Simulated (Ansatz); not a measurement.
Basis-set extrapolation for C$_{6}$H$_{12}$ (`C1CCCCC1`) (PBE0-D4/def2-TZVP geometry, frozen core, Ansatz 0.2.0). Multiplicity 1, RHF reference.

```tsv
	def2-TZVPP	def2-QZVPP
HF	-234.280915	-234.291687
MP2 correlation	-1.042198	-1.106240
CCSD(T) correlation	-1.148047	not run
```

Energies in hartree. Use E(X) = E(∞) + A·exp(−7.88·√X) for Hartree–Fock and E(X) = E(∞) + B·X^(−2.97) for correlation, with X = 3 and 4, and add CCSD(T) minus MP2 of the smaller set to the MP2 limit.

What is the CCSD(T) energy at the basis-set limit?

HF limit: -234.291687 + (-0.010772) × 0.13774 = -234.29317. MP2 limit: -1.106240 + (-0.064042) × 0.74074 = -1.15368. Higher-order term: -1.148047 − (-1.042198) = -0.10585. Total: -235.55270 hartree, 77.6 kcal/mol below CCSD(T)/def2-TZVPP.
